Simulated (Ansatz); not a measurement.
We consider solid iodine, described by PBEsol-D3(BJ) in Ansatz (plane waves, PAW).

Run with plane-wave cutoff 520 eV, 8×8×4 k mesh (along the axes of the cell as run), Fermi–Dirac smearing 0.01 eV, scalar-relativistic PAW data made under PBE.

Computed at the level's own relaxed cell.

Q: Give the computed bulk modulus, c axis length and smallest direct gap on the k points sampled.

A: 
bulk modulus: 17.2 GPa
c axis length: 9.520 Å
smallest direct gap on the k points sampled: 1.04 eV

Note: the bulk modulus comes from volumes at which shape and atoms were relaxed.

Spin–orbit coupling is not included; with these elements it can move the gap by several tenths of an eV or more.

Static lattice: no zero-point or thermal effects.

Ansatz is a program for electronic structure.
